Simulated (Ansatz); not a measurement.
Input file:

```yaml
crystal:
  periodic: [false, false, false]
  atoms:
    - {symbol: Si, position_ang: [0.043138, 0.080644, 1.167062]}
    - {symbol: P, position_ang: [-0.005619, -0.019775, -0.989255]}
    - {symbol: H, position_ang: [0.014692, -1.466330, 1.192738]}
    - {symbol: H, position_ang: [-0.525213, -1.171266, -1.604627]}
    - {symbol: H, position_ang: [-0.518830, 0.998201, -1.707871]}
basis:
  gaussian: {orbitals: cc-pVDZ}
magnetization: {spin_polarized: false}
correlation: {method: ccsd_t, electrons: outside_noble_gas}
scf: {lower_state_search: light}
output: {forces: true}
```

```sh
$ ansatz run in.yaml --threads 1 --pin off --events-out ev --progress --plain --max-ram 2393MiB
```

**Question.** Roughly how long does this take on 1 thread of Arm Neoverse V1, shared host, and how much host memory?

**Answer.** 1.8 s wall and 0.12 GiB.

```
506 factors; integrals over basis functions are off by at most 1.2e-3 eV
mean field evaluation 1: about -17179.2717 eV, gradient 1.1e1 eV
mean field evaluation 2: about -17179.2758 eV, gradient 1.1e1 eV
mean field evaluation 4: about -17180.0010 eV, gradient 9.0e-1 eV
mean field evaluation 8: about -17180.0078 eV, gradient 1.8e-3 eV
mean field -17180.00784852 eV, -631.3536434055 hartree, gradient 1.9e-6 eV, S^2 0.000000; 0 other end points of the search recorded, 0 dependent functions left out
10 core orbitals not correlated: weight in the atoms' cores, before any rotation towards them, 1.000 or more for the frozen orbitals, at most 0.000 for the correlated occupied ones
reference -17180.00784852 eV, -631.3536434055 hartree; 6, 6 occupied and 35, 35 virtual orbitals, 506 factors
second order -5.75168941 eV of doubles, -0.00000000 eV of singles
cycle   1  -6.53024765 eV  change   -7.8e-1 eV  update   8.4e-2
cycle   2  -6.83687898 eV  change   -3.1e-1 eV  update   3.1e-2
cycle   3  -6.87907397 eV  change   -4.2e-2 eV  update   1.4e-2
cycle   4  -6.87537123 eV  change    3.7e-3 eV  update   5.9e-3
cycle   5  -6.87452118 eV  change    8.5e-4 eV  update   2.4e-3
cycle   6  -6.87436346 eV  change    1.6e-4 eV  update   9.2e-4
cycle   7  -6.87447225 eV  change   -1.1e-4 eV  update   3.3e-4
cycle   8  -6.87451898 eV  change   -4.7e-5 eV  update   1.1e-4
cycle   9  -6.87449141 eV  change    2.8e-5 eV  update   4.0e-5
cycle  10  -6.87449271 eV  change   -1.3e-6 eV  update   1.8e-5
cycle  11  -6.87449749 eV  change   -4.8e-6 eV  update   8.2e-6
cycle  12  -6.87449691 eV  change    5.9e-7 eV  update   3.4e-6
perturbative correction -0.23846887 eV, -0.0087635692 hartree
the calculation of the forces begins
mean field evaluation 16: about -17180.0042 eV, gradient 3.9e-2 eV
Total energy: -17187.12081429 eV, -631.6150400764 hartree
Atom 0 at     0.043138     0.080644     1.167062 Å, force    -0.094735    -0.068797     0.619679 eV/Å
Atom 1 at    -0.005619    -0.019775    -0.989255 Å, force     0.766433    -1.416205     0.470221 eV/Å
Atom 2 at     0.014692    -1.466330     1.192738 Å, force     0.103862     0.230707    -0.048008 eV/Å
Atom 3 at    -0.525213    -1.171266    -1.604627 Å, force    -0.141812    -0.123583    -0.170497 eV/Å
Atom 4 at    -0.518830     0.998201    -1.707871 Å, force    -0.633749     1.377877    -0.871395 eV/Å
Dipole moment:    -0.144548    -0.022125    -0.240143 e Å
```

Forces (eV/Å):
```
Si  -0.095 -0.069  0.620
P    0.766 -1.416  0.470
H    0.104  0.231 -0.048
H   -0.142 -0.124 -0.170
H   -0.634  1.378 -0.871
```

The T1 diagnostic is 0.020.
